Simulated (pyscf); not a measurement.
This saddle point was located with ωB97X-D3(BJ)/def2-SVP in PySCF.

```xyz
8

O      0.0950    -1.2599     0.5222
Si    -0.7849     0.1151     0.2362
H      1.0013    -1.2810     0.1982
H     -2.0467     0.0622    -1.9223
H     -2.1305    -0.1189     0.7957
H     -0.1498     1.3329     0.7961
O     -1.0868     0.4052    -1.4756
H     -0.1878     0.7948    -1.9810
```
Charge 0, spin multiplicity 2.

Surface: doublet, charge 0. Lowest wavenumbers (cm⁻¹): 2487i, 154, 187, 228, 270.

### Question
What reaction is this the transition state of?

### Answer
`[OH][SiH2][OH]` + `[H]` [doublet] <-> `[OH][SiH2][OH]` + `[H]` [doublet], a substitution at O read from left to right: H–O broken and H–O formed. At CCSD(T)/def2-TZVPP + ΔMP2(QZVPP) it lies +125.8 kJ/mol from the left side and +125.8 kJ/mol from the right (each side as separated species at their lowest minima found). The same reactants have a lower exit, to HO–SiH•–OH + H₂ (barrier +30.1 kJ/mol at ωB97M-D3(BJ), against +123.0 kJ/mol here). Another saddle between the same species, by other bonds, lies lower (54.0 kJ/mol against 123.0 kJ/mol at ωB97M-D3(BJ)). The angle at the attacked O is 129°. The CCSD(T) − MP2 part came from Ansatz, without density fitting, on the same reference.
